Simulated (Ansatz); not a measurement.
Lattice parameter a (Å) of solids drawn from the class of elemental solids other than molecular ones, at two levels: PBE in Ansatz (PAW), and PBE-D3(BJ) (PAW; Ansatz, an electronic-structure program).

| solid | PBE | PBE-D3(BJ) | shift (%) |
|---|---|---|---|
| bcc Mo | 3.161 | 3.130 | -0.98 |
| grey tin (α-Sn) | 6.655 | 6.571 | -1.26 |
| bcc W | 3.184 | 3.159 | -0.79 |
| bcc Na | 4.197 | 4.081 | -2.76 |
| bcc Fe | 2.831 | 2.807 | -0.85 |
| fcc Ag | 4.147 | 4.073 | -1.78 |
| bcc Cs | 6.162 | 6.040 | -1.98 |
| fcc Ni | 3.519 | 3.478 | -1.17 |
| bcc K | 5.284 | 5.163 | -2.29 |
| fcc Pd | 3.943 | 3.890 | -1.34 |

The shifts run from -2.76 % to -0.79 %, with a median of -1.30 %.

Of 10 rows, PBE-D3(BJ) is the larger in 0 and the smaller in 10.

Ansatz's runs of these crystals have no spin polarisation, but for bcc Fe, fcc Ni.

Density-functional runs with spin start from parallel moments for bcc Fe, parallel moments for fcc Ni.

Spin–orbit coupling is left out, also for the solids with elements from indium on (grey tin (α-Sn), bcc W, bcc Cs); its size isn't shown.

Ansatz's density-functional and Hartree–Fock values are scalar-relativistic unless marked +SOC, with PAW data made under PBE.
